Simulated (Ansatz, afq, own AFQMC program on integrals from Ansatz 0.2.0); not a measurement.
Breaking Al2–Cl4 in AlSiH$_{3}$ClF, singlet

```xyz
7

F    -0.4566   -2.4451    0.8086
Al   -0.7821   -1.0684   -0.0666
Si    0.7081    0.8451    0.0899
Cl   -2.5020   -1.1322   -1.2628
H     2.0824    0.4487   -0.3489
H     0.7853    1.3182    1.5070
H     0.2262    1.9658   -0.7730
```

Products: AlSiH$_{3}$F (doublet; F–Al–SiH3) and Cl (doublet), each relaxed with PBE0/def2-SVP like the molecule; electronic energies without zero-point terms. Determinants: RHF, UHF and UHF in that order.

Basis def2-TZVP. Noble-gas cores (and the filled d shells of Ga–Kr and In–Xe) are frozen. Ansatz 0.2.0 and our own AFQMC program on the same integrals; the CISD trial comes from CCSD amplitudes, and released means the phaseless constraint is let go. Uncertainties: one standard error, sampling alone. The errors of all members are added in quadrature.

No full CI on the walks' own integrals is used here. The released AFQMC energy serves as the reference, which it does only where one determinant dominates, the energy is flat over the last release times and near the phaseless one (40 meV or 2 meV an electron, half that with transition metals). On small molecules, where full CI could be run and the noise was under 10 meV, such values lay within 10 meV of it in 19 cases of 20, a flattering rate, since the rule was set on those same cases; what remains of the bias isn't in the error bar. Each member takes its own surest rung, up to full CI.

The best estimate is CCSD(T) at the basis-set limit (CBS: def2-TZVPP and def2-QZVPP, with their diffuse functions for anions and beside diffuse sets, CCSD(T) itself extrapolated) plus the step from CCSD(T) to AFQMC with the constraint released in def2-TZVP. Rows without CBS are in def2-TZVP; B2PLYP and the wave-function rows carry a basis error of their own. Core correlation and relativity beyond core potentials are missing, and ± holds the sampling alone.

Cautions: AlSiH₃ClF (singlet): the released value is read at 0.90 1/Eh with a noise of 16 meV, more than in the cases checked (meV from the phaseless value at times in 1/Eh: 16 ± 9 at 0.21, 23 ± 13 at 0.42, 19 ± 10 at 0.63, 25 ± 16 at 0.90); AlSiH₃F (doublet): the ph-AFQMC/CISD walk drifts between its halves (2.9 errors), the released value is read at 1.50 1/Eh (meV from the phaseless value at times in 1/Eh: -9 ± 9 at 0.24, -17 ± 6 at 0.51, -24 ± 9 at 0.99, -5 ± 10 at 1.50).

Best estimate: 120.9 ± 0.4 kcal/mol.

```json
{"level": "HF", "bond energy (kcal/mol)": "93.4", "error against the best estimate (kcal/mol)": "-27.5 ± 0.4"}
{"level": "MP2", "bond energy (kcal/mol)": "121.2", "error against the best estimate (kcal/mol)": "0.3 ± 0.4"}
{"level": "CCSD", "bond energy (kcal/mol)": "114.3", "error against the best estimate (kcal/mol)": "-6.6 ± 0.4"}
{"level": "CCSD(T)", "bond energy (kcal/mol)": "116.3", "error against the best estimate (kcal/mol)": "-4.6 ± 0.4"}
{"level": "ph-AFQMC/CISD", "bond energy (kcal/mol)": "117.0 ± 0.3", "error against the best estimate (kcal/mol)": "-3.9 ± 0.5"}
{"level": "released AFQMC", "bond energy (kcal/mol)": "116.2 ± 0.5", "error against the best estimate (kcal/mol)": "-4.7"}
{"level": "HF/CBS", "bond energy (kcal/mol)": "93.4", "error against the best estimate (kcal/mol)": "-27.5 ± 0.4"}
{"level": "MP2/CBS", "bond energy (kcal/mol)": "125.6", "error against the best estimate (kcal/mol)": "4.7 ± 0.4"}
{"level": "CCSD(T)/CBS", "bond energy (kcal/mol)": "121.1", "error against the best estimate (kcal/mol)": "0.2 ± 0.4"}
{"level": "PBE", "bond energy (kcal/mol)": "115.2", "error against the best estimate (kcal/mol)": "-5.7 ± 0.4"}
{"level": "r2SCAN", "bond energy (kcal/mol)": "117.4", "error against the best estimate (kcal/mol)": "-3.5 ± 0.4"}
{"level": "PBE0", "bond energy (kcal/mol)": "115.5", "error against the best estimate (kcal/mol)": "-5.4 ± 0.4"}
{"level": "B3LYP", "bond energy (kcal/mol)": "112.7", "error against the best estimate (kcal/mol)": "-8.2 ± 0.4"}
{"level": "wB97M-V", "bond energy (kcal/mol)": "120.5", "error against the best estimate (kcal/mol)": "-0.4 ± 0.4"}
{"level": "B2PLYP", "bond energy (kcal/mol)": "115.8", "error against the best estimate (kcal/mol)": "-5.1 ± 0.4"}
```

Correlation beyond CCSD(T) changes it by less than twice the noise. Going to the basis-set limit adds 4.8 kcal/mol at CCSD(T). The perturbative (T) step is worth +1.9 kcal/mol. The functionals spread over 7.8 kcal/mol; wB97M-V comes nearest and B3LYP is 8.2 kcal/mol too low.

Best estimates are given only where the step beyond CCSD(T) is under 0.3 eV and no member's determinant is very poor (T1 over 0.05, or 0.07 for open shells, ⟨S²⟩ too high by 0.3, two states mixed), so the hardest cases are missing from such tables.

The functionals ran in a triple-zeta set and keep a basis error of their own, a few kJ/mol for each bond in atomization energies and more for double hybrids, so close places among them and the extrapolated levels can swap.

Each member of a difference takes its own highest rung, so a best estimate needn't equal the limit plus the step of one row. Released energies are given only where the last usable release times agree within the noise; a slower fall can still hide under it.
